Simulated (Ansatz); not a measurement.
## A barrier at the coupled-cluster level

Start structure (CH7BS, closed shell), relaxed at PBE0-D4/def2-TZVP:

| atom | x (Å) | y (Å) | z (Å) |
| --- | --- | --- | --- |
| B1 | -0.7385 | 0.0455 | -0.3895 |
| C2 | 0.7834 | 0.0945 | -0.8656 |
| H3 | -1.3883 | -0.9294 | -0.7032 |
| H4 | -1.3839 | 1.0679 | -0.4833 |
| H5 | 0.0377 | 0.7477 | 2.0500 |
| S6 | -0.8356 | -0.1746 | 1.6010 |
| H7 | 0.8102 | 0.2108 | -1.9546 |
| H8 | 1.3445 | 0.9393 | -0.4508 |
| H9 | 1.3427 | -0.8200 | -0.6388 |
| H10 | 0.0280 | -1.1817 | 1.8348 |

The step: CH₅B ([BH2][CH3]) + H₂S → BH₃S ([BH2][SH]) + CH₄; bonds formed: C2–H5; dative contacts that become bonds: B1–S6; bonds broken: B1–C2, H5–S6. Ansatz 0.2.0; basis: def2-TZVPP and def2-QZVPP; cores frozen in the correlated methods. Extrapolation: Hartree–Fock as exp(−7.88 √X), correlation as X^−2.97. Energies below are by CCSD(T) at an estimated basis limit (MP2 extrapolated from triple and quadruple zeta, plus CCSD(T) − MP2 in triple zeta).

What are the electronic barrier and the energy of the step, from the start structure to the end structure? (An estimate is asked for; the value comes from the calculation.)

By the calculation: Barrier 1.066 eV; step energy -0.696 eV (downhill); reverse barrier, their difference, 1.762 eV. Barrier and step energy count from the start structure, the reverse barrier from the end structure.

The saddle point: One imaginary mode of 947i cm⁻¹.
```
 pair  start (Å)  saddle (Å)  end (Å)
B1–S6       2.00        2.04     1.77
C2–H5       3.08        1.46     1.09
B1–C2       1.60        1.73     3.50
H5–S6       1.35        1.62     3.58
```

Zero-point energy (harmonic, PBE0-D4): ZPE is 2.095 eV at the start and 2.035 eV at the saddle, so the barrier goes from 1.066 to 1.006 eV.

First-order rate constant out of the start structure at 298 K by transition-state theory, with harmonic vibrational free energies alone and no tunnelling: ΔA‡ = 1.017 eV, so k = (kB T/h) exp(−ΔA‡/kB T) ≈ 10^-4 s⁻¹ (an order of magnitude at best: rotation, the number of equivalent paths and anharmonicity are left out).

The T1 diagnostic stays at or below 0.013.

Labels in which every atom is bracketed show which atoms are joined, not bond orders.

For scale, one of the runs: CCSD(T)/def2-TZVPP, 202 basis functions (an equivalent command: `ansatz run in.yaml --threads 2`). Time: 33 s of wall clock on 2 CPU threads; the host was shared. Peak host memory: 2.7 GiB.
